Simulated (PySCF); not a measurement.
PySCF input (M06-2X/def2-TZVPD):

```python
from pyscf import gto, scf, dft

mol = gto.M(
    atom='''
    C     0.69937568    1.82728426    0.00054562
    C     0.70156397    0.30144699    0.00086227
    C    -0.70156397   -0.30144699   -0.00086227
    C    -0.69937568   -1.82728426   -0.00054562
    H     1.71402131    2.22985319    0.00179956
    H    -1.71402131   -2.22985319   -0.00179956
    H     0.18459666    2.21933891    0.88117291
    H     0.18691897    2.21897643   -0.88159613
    H    -0.18691897   -2.21897643    0.88159613
    H    -0.18459666   -2.21933891   -0.88117291
    H     1.25015028   -0.06514793   -0.87321431
    H     1.24784513   -0.06478813    0.87653194
    H    -1.24784513    0.06478813   -0.87653194
    H    -1.25015028    0.06514793    0.87321431
    ''',
    basis='def2-tzvpd',
    charge=0,
    spin=0,
    verbose=4,
)

mf = dft.RKS(mol, xc='m062x').density_fit(auxbasis='def2-universal-jkfit')
mf.grids.level = 4
mf.conv_tol = 1e-9
mf.max_cycle = 100
mf.max_memory = 1500
mf.kernel()
if not mf.converged:
    mf = mf.newton()
    mf.kernel(mf.make_rdm1())
mf.analyze()
```

End of the output:

```
Extra cycle  E= -158.419299963161  delta_E= -9.55e-12  |g|= 2.34e-06  |ddm|= 3.82e-05
converged SCF energy = -158.419299963161
**** SCF Summaries ****
Total Energy =                        -158.419299963161450
Nuclear Repulsion Energy =             130.705587825260579
One-electron Energy =                 -469.897370362140180
Two-electron Energy =                  180.772482573718179
Two-electron Coulomb Energy =          206.160445135144784
DFT Exchange-Correlation Energy =      -25.387962561426608
HOMO-LUMO gap [eV] =                    10.932603927855450
**** MO energy ****
MO #1   energy= -10.5252361587203  occ= 2
MO #2   energy= -10.5248634563384  occ= 2
MO #3   energy= -10.518560216386   occ= 2
MO #4   energy= -10.5185577371286  occ= 2
MO #5   energy= -0.892273020046883 occ= 2
MO #6   energy= -0.816475276579968 occ= 2
MO #7   energy= -0.715374215190185 occ= 2
MO #8   energy= -0.65638989939027  occ= 2
MO #9   energy= -0.538860178049983 occ= 2
MO #10  energy= -0.492241424162393 occ= 2
MO #11  energy= -0.484095378544101 occ= 2
MO #12  energy= -0.475949921163666 occ= 2
MO #13  energy= -0.42942217975343  occ= 2
MO #14  energy= -0.41025189439344  occ= 2
MO #15  energy= -0.39046149470048  occ= 2
MO #16  energy= -0.379789299718891 occ= 2
MO #17  energy= -0.378537484788921 occ= 2
MO #18  energy= 0.0232283025112971 occ= 0
MO #19  energy= 0.0347161525434557 occ= 0
MO #20  energy= 0.0398546274976526 occ= 0
MO #21  energy= 0.0616587847846816 occ= 0
MO #22  energy= 0.0671580007743183 occ= 0
MO #23  energy= 0.0928246490812773 occ= 0
MO #24  energy= 0.101937199043416  occ= 0
MO #25  energy= 0.115729683282556  occ= 0
MO #26  energy= 0.115828352938296  occ= 0
MO #27  energy= 0.121365071008428  occ= 0
MO #28  energy= 0.134869461721291  occ= 0
MO #29  energy= 0.13532469379033   occ= 0
MO #30  energy= 0.15998095474455   occ= 0
MO #31  energy= 0.166821362355606  occ= 0
MO #32  energy= 0.178433569863049  occ= 0
MO #33  energy= 0.183339563389212  occ= 0
MO #34  energy= 0.195195780328505  occ= 0
MO #35  energy= 0.197554541778821  occ= 0
MO #36  energy= 0.20073888986146   occ= 0
MO #37  energy= 0.222385540071174  occ= 0
MO #38  energy= 0.231219222524021  occ= 0
MO #39  energy= 0.234911287375137  occ= 0
MO #40  energy= 0.238214674653263  occ= 0
MO #41  energy= 0.248522668866408  occ= 0
MO #42  energy= 0.25880573523907   occ= 0
MO #43  energy= 0.26819598425787   occ= 0
MO #44  energy= 0.274517118205811  occ= 0
MO #45  energy= 0.289471443051469  occ= 0
MO #46  energy= 0.289537446425769  occ= 0
MO #47  energy= 0.289791104835674  occ= 0
MO #48  energy= 0.301432110733683  occ= 0
MO #49  energy= 0.302539587395876  occ= 0
MO #50  energy= 0.309486968603575  occ= 0
MO #51  energy= 0.309555759108077  occ= 0
MO #52  energy= 0.318123545320208  occ= 0
MO #53  energy= 0.323331633776614  occ= 0
MO #54  energy= 0.328424233502229  occ= 0
MO #55  energy= 0.337245147713556  occ= 0
MO #56  energy= 0.341408681879763  occ= 0
MO #57  energy= 0.347781827006537  occ= 0
MO #58  energy= 0.355368530364239  occ= 0
MO #59  energy= 0.357866931696331  occ= 0
MO #60  energy= 0.368018787217319  occ= 0
MO #61  energy= 0.372745765633647  occ= 0
MO #62  energy= 0.377824469221632  occ= 0
MO #63  energy= 0.387483395950789  occ= 0
MO #64  energy= 0.414853478530005  occ= 0
MO #65  energy= 0.416473721365143  occ= 0
MO #66  energy= 0.418743273784985  occ= 0
MO #67  energy= 0.43040568358101   occ= 0
MO #68  energy= 0.43325209004411   occ= 0
MO #69  energy= 0.436238368152865  occ= 0
MO #70  energy= 0.438117427296679  occ= 0
MO #71  energy= 0.446125900343211  occ= 0
MO #72  energy= 0.458231934515857  occ= 0
MO #73  energy= 0.463196721138167  occ= 0
MO #74  energy= 0.476443779238075  occ= 0
MO #75  energy= 0.482580917343489  occ= 0
MO #76  energy= 0.482841635999108  occ= 0
MO #77  energy= 0.488284358475201  occ= 0
MO #78  energy= 0.494641678183032  occ= 0
MO #79  energy= 0.506104219318655  occ= 0
MO #80  energy= 0.538969779206771  occ= 0
MO #81  energy= 0.540380547003776  occ= 0
MO #82  energy= 0.576008829004139  occ= 0
MO #83  energy= 0.590638968956365  occ= 0
MO #84  energy= 0.592580462135578  occ= 0
MO #85  energy= 0.597765038731476  occ= 0
MO #86  energy= 0.635101850386345  occ= 0
MO #87  energy= 0.643993320113908  occ= 0
MO #88  energy= 0.677311080823829  occ= 0
MO #89  energy= 0.680049856550315  occ= 0
MO #90  energy= 0.687956392355312  occ= 0
MO #91  energy= 0.689222094241702  occ= 0
MO #92  energy= 0.707624522739457  occ= 0
MO #93  energy= 0.713548465054207  occ= 0
MO #94  energy= 0.720948408539788  occ= 0
MO #95  energy= 0.733343052573491  occ= 0
MO #96  energy= 0.738014224282705  occ= 0
MO #97  energy= 0.738768415135863  occ= 0
MO #98  energy= 0.746522432614647  occ= 0
MO #99  energy= 0.757359673317532  occ= 0
MO #100 energy= 0.765813841368223  occ= 0
MO #101 energy= 0.777778864233521  occ= 0
MO #102 energy= 0.783989747410361  occ= 0
MO #103 energy= 0.78593063689517   occ= 0
MO #104 energy= 0.789563960864245  occ= 0
MO #105 energy= 0.819285333377188  occ= 0
MO #106 energy= 0.842815983743431  occ= 0
MO #107 energy= 0.8710841752537    occ= 0
[...]
```
